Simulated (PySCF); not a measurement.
Compound: C4H7OS (doublet state).
Structure used (GFN2-xTB), in Å, numbered top down from 1:
```xyz
13
C4H7OS angstrom
C      1.9287   -0.3843    0.1925
C      0.6928    0.0240   -0.3518
S      0.5263    2.0124   -0.1906
C     -0.5561   -0.3361    0.4305
C     -1.8008   -0.4204   -0.4076
O     -0.5313   -0.5227    1.6193
H      2.0195   -0.5051    1.2572
H      2.8097   -0.4650   -0.4147
H      0.5893   -0.0750   -1.4295
H      0.6180    2.0155    1.1349
H     -1.7201   -1.2744   -1.0786
H     -2.6708   -0.5462    0.2314
H     -1.9097    0.4778   -1.0107
```

The hyperfine couplings belong to this conformer and change with its torsions.

Identity: `[CH2][C@H](S)C(C)=O` [radical].

Theory: UKS B3LYP, pcH-1 on C H O S, non-relativistic, mean-field spin-orbit, GIAO (PySCF). One conformer (not necessarily the lowest) at the GFN2-xTB geometry, without solvent, vibrations or thermal averaging. The geometry wasn't refined by DFT: couplings that depend on bond lengths, twists or pyramidal angles can differ widely from those at the functional's own minimum. No stability test was run, so a lower SCF solution isn't excluded.

The largest Mulliken spin populations are on C1 (+0.91), S3 (+0.27) and C2 (-0.12). The angles at C1 add up to 359.6°, so it is planar; its axial dipolar tensor and the negative couplings of its protons fit spin in a p orbital normal to that plane.

Task: McConnell's relation a(H) = Q·ρ ties the coupling of a proton on a planar π carbon to the spin population of that carbon. What Q do the computed values give?

Result: 
| H | C | ρ(C) | a(H) (G) | a/ρ (G) |
| --- | --- | --- | --- | --- |
| H7 | C1 | +0.912 | -19.63 | -21.5 |
| H8 | C1 | +0.912 | -19.51 | -21.4 |

These protons share one ρ (within 0.01), so their mean ratio, Q = -21.5 G, is no test of linearity. In every row coupling and population have opposite signs.

Couplings in gauss use g_iso = 2.0033.

Hardware: an Arm Neoverse V1 with one thread, shared host with 32 logical CPUs at a one-minute load of 48. Cost: 59 s of wall time (with the writing of density and orbital grids), 0.82 GiB resident at most.
